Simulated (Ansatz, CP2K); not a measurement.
**Worked example: the enthalpy of formation of C4H4O (furan)**

The species is C4H4O (9 atoms), meant as a singlet with charge 0. SMILES: `c1ccoc1`. The coordinates come from a PBE0-D4/def2-TZVP relaxation.

Total energies at wB97X/def2-SVP (CP2K 2026.2); the atoms run unrestricted:

| species | state | energy (Eh) |
| --- | --- | --- |
| C4H4O | singlet | -229.792214 |
| C | triplet | -37.801799 |
| O | triplet | -74.982847 |
| H | doublet | -0.500607 |

Harmonic wavenumbers at PBE/def2-SVP, in cm⁻¹: 598, 618, 707, 729, 818, 857, 859, 863, 985, 1026, 1080, 1137, 1197, 1235, 1392, 1480, 1558, 3184, 3194, 3213, 3219.

Measured heats of formation of the gaseous atoms at 298.15 K, in kJ/mol: C 716.9, O 249.2, H 218.0. Spin-orbit lowering of the atoms at 298 K (mean of the ground term's levels less their thermal mean, from spectra), in kJ/mol: C 0.02, O 0.40. Take 1 Eh = 2625.50 kJ/mol, 1 cm⁻¹ = 0.0119627 kJ/mol, RT = 2.479 kJ/mol.

Question: What heat of formation follows?

Answer: 
1. Electronic atomisation energy: 4 × (-37.801799) + (-74.982847) + 4 × (-0.500607) − (-229.792214) = 1.599743 Eh = 4200.1 kJ/mol.
2. Zero-point energy: half the sum of the wavenumbers, 14974.5 cm⁻¹ = 179.1 kJ/mol.
3. Thermal vibrational enthalpy, Σ hcν̃/(exp(hcν̃/kT) − 1): 2.5 kJ/mol. Translation, rotation and pV of a non-linear molecule: 4 RT = 9.9 kJ/mol.
4. The 9 free atoms carry 5/2 RT each: 55.8 kJ/mol.
5. Spin-orbit coupling lowers the free atoms by 4 × 0.02 + 0.40 = 0.5 kJ/mol.
6. Atomisation enthalpy at 298 K: 4200.1 − 0.5 − 179.1 − 2.5 − 9.9 + 55.8 = 4063.9 kJ/mol.
7. Sum of the atoms' heats of formation: 3988.8 kJ/mol. Heat of formation: 3988.8 − 4063.9 = -75.1 kJ/mol.

The tabulated value is -34.8 kJ/mol (CRC Handbook of Chemistry and Physics), so this level is off by -40.3 kJ/mol, or 1.0 % of the atomisation enthalpy that the table implies (4023.5 kJ/mol). Anharmonicity and any spin-orbit splitting of the molecule are left out.
